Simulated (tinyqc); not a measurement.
Worked calculation: Hueckel theory of the pi electrons, for the molecule C=C1C=C1 (SMILES; centres numbered as the heavy atoms are written). One step of it, computed by the program tinyqc.

Question. Energy, charges, bond orders. E = sum n x; q_r = z_r - P_rr; bond order p = P_rs; free valence = sqrt(3) - sum of p over the bonds of the atom.

x values: [2.170086, 0.311108, -1.000000, -1.481194]

occupations: [2.000000, 2.000000, 0.000000, 0.000000]

charge and bond-order matrix P, order 1C, 2C, 3C, 4C:
```
[[1.488056, 0.758288, -0.305614, -0.305614],
 [0.758288, 0.876828, 0.452674, 0.452674],
 [-0.305614, 0.452674, 0.817558, 0.817558],
 [-0.305614, 0.452674, 0.817558, 0.817558]]
```

Centres:
```
centre  z_r, pi electrons of the neutral centre         h
1C                                            1  0.000000
2C                                            1  0.000000
3C                                            1  0.000000
4C                                            1  0.000000
```

Bonds:
```
i  j  k
1  2  1
2  3  1
3  4  1
4  2  1
```

Give: pi energy = 4 alpha + this times beta; pi charges; Bond orders and lengths from R = 1.517 - 0.180 p; free valence of the carbons; gap between the highest filled and the next level.

Answer.

pi energy = 4 alpha + this times beta = 4.9624

pi charges: [-0.4881, 0.1232, 0.1824, 0.1824]

Bond orders and lengths from R = 1.517 - 0.180 p (angstrom, C-C alone):
```
bond       p       R
1-2   0.7583  1.3805
2-3   0.4527  1.4355
3-4   0.8176  1.3698
4-2   0.4527  1.4355
```

free valence of the carbons: [0.9738, 0.0684, 0.4618, 0.4618]

gap between the highest filled and the next level = 1.3111 |beta|
